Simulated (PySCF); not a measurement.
B3LYP has the VWN-RPA correlation part, as in Gaussian. 

Cartesian coordinates (Å):
```xyz
5

C     -0.0273     0.0009    -0.0414
O      1.3201    -0.0126    -0.1179
H     -0.2666    -0.0161     1.0512
H     -0.5028     0.9292    -0.4292
H     -0.5235    -0.9014    -0.4628
```
Charge 0, spin multiplicity 2.

Q: Predict the total energy, highest occupied spin orbital and dipole moment from B3LYP-D3(BJ)/def2-TZVP // r2SCAN-D4/def2-SVP in PySCF 2.14.0.

A: 
The total energy is -3132.19 eV, the highest occupied spin orbital comes out as -7.50 eV and the dipole moment is 2.06 D.
